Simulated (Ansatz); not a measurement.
Species: C4H5, charge 0, doublet. C4H5 (SMILES [CH]=CC=C, doublet).
B3LYP-D3(BJ)/def2-TZVP minimum from Ansatz (a program for electronic structure):
```xyz
9

C      0.6172     1.8150    -0.0118
C      0.6302     0.5024    -0.0026
C     -0.5602    -0.3480     0.0017
C     -0.5154    -1.6802     0.0110
H     -0.1084     2.6133    -0.0183
H      1.5870    -0.0195     0.0023
H     -1.5187     0.1605    -0.0032
H      0.4276    -2.2140     0.0160
H     -1.4181    -2.2759     0.0139
```
Charge 0, spin multiplicity 2.

Total energies in cc-pVDZ, 21 correlated electrons, 4 frozen orbitals. UHF or UKS for unpaired electrons; spin-orbit terms are left out. Correlated methods leave the cores frozen. No relativity. The UHF reference of C4H5 ([CH]=CC=C, doublet) is spin-contaminated (<S^2> up to 0.50 over the pure value in the sets run).

```csv
method,program,energy (Eh),minus CCSDT(Q) (mEh)
HF,Ansatz,-154.29637,560.45
MP2,Ansatz,-154.76567,91.15
CCSD,Ansatz,-154.83187,24.95
CCSD(T),Ansatz,-154.85230,4.52
CCSDT(Q),Ansatz,-154.85682,0.00
```

Rough core times of Ansatz's runs on a shared machine: CCSD(T) 20 s, CCSDT(Q) 30 min.
